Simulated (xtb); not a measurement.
xtb input (GFN2-xTB):

```bash
xtb mol.xyz --gfn 2 --ohess tight --chrg 1 --uhf 0
```
mol.xyz:
```
9

C     -0.35485431     0.31137487     0.03937911
O     -0.18389099     1.45214626     0.03923535
O     -1.58825906    -0.31618229    -0.00804792
H     -2.24401905     0.44925467     0.05191408
C      0.75263267    -0.78397572     0.01568359
H      1.70573992    -0.27927975     0.01615565
H      0.64551870    -1.43168679     0.92820056
H      0.59581714    -1.43248783    -0.83045513
H      0.73113350     1.86422160    -0.23458231
```

End of the output:

```
   temp. (K)  partition function   enthalpy   heat capacity  entropy
                                   cal/mol     cal/K/mol   cal/K/mol   J/K/mol
 298.15  VIB   1.53                  722.979      7.847      3.273
         ROT  0.377E+05              888.752      2.981     23.924
         INT  0.578E+05             1611.732     10.828     27.197
         TR   0.462E+27             1481.254      4.968     38.230
         TOT                        3092.9855    15.7959    65.4268   273.7456

       T/K    H(0)-H(T)+PV         H(T)/Eh          T*S/Eh         G(T)/Eh
Note: The following floating-point exceptions are signalling: IEEE_UNDERFLOW_FLAG IEEE_DENORMAL
normal termination of xtb
   ------------------------------------------------------------------------
    298.15    0.492899E-02    0.748486E-01    0.310864E-01    0.437622E-01
   ------------------------------------------------------------------------

         :::::::::::::::::::::::::::::::::::::::::::::::::::::
         ::                  THERMODYNAMIC                  ::
         :::::::::::::::::::::::::::::::::::::::::::::::::::::
         :: total free energy         -14.466729647543 Eh   ::
         ::.................................................::
         :: total energy              -14.510491846636 Eh   ::
         :: zero point energy           0.069919584248 Eh   ::
         :: G(RRHO) w/o ZPVE           -0.026157385155 Eh   ::
         :: G(RRHO) contrib.            0.043762199093 Eh   ::
         :::::::::::::::::::::::::::::::::::::::::::::::::::::
imag cut-off (cm-1) :    5.00
 found            1  significant imaginary frequency
 writing imag mode distorted coords to xtbhess.xyz
 for further optimization.

optimized geometry written to: xtbopt.xyz

           -------------------------------------------------
          | TOTAL ENERGY              -14.510491846636 Eh   |
          | TOTAL ENTHALPY            -14.435643276183 Eh   |
          | TOTAL FREE ENERGY         -14.466729647543 Eh   |
          | GRADIENT NORM               0.000304437033 Eh/α |
          | HOMO-LUMO GAP               5.276319625725 eV   |
           -------------------------------------------------

------------------------------------------------------------------------
------------------------------------------------------------------------
 total:
 SCF:
 ANC optimizer:
 analytical hessian:
```

It need not be the lowest isomer of its formula.
